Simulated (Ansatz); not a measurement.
Candidates: rock-salt NaCl, rock-salt NaI, rock-salt LiF, rock-salt NaF, rock-salt LiCl. Level: r²SCAN (plane waves, PAW; Ansatz, an electronic-structure program).

Spin–orbit coupling is left out, also for the solids with elements from indium on (rock-salt NaI); its size isn't shown.

Cells: r²SCAN at the measured cell. Ansatz's density-functional and Hartree–Fock values are scalar-relativistic unless marked +SOC, with PAW data made under PBE.

Problem. Which of them have a computed width of the whole s-p valence band between 12 and 17 eV?

Solution. rock-salt NaCl, rock-salt LiCl. The values: rock-salt NaCl 13.21 eV; rock-salt NaI 11.34 eV; rock-salt LiF 21.11 eV; rock-salt NaF 19.44 eV; rock-salt LiCl 13.96 eV.
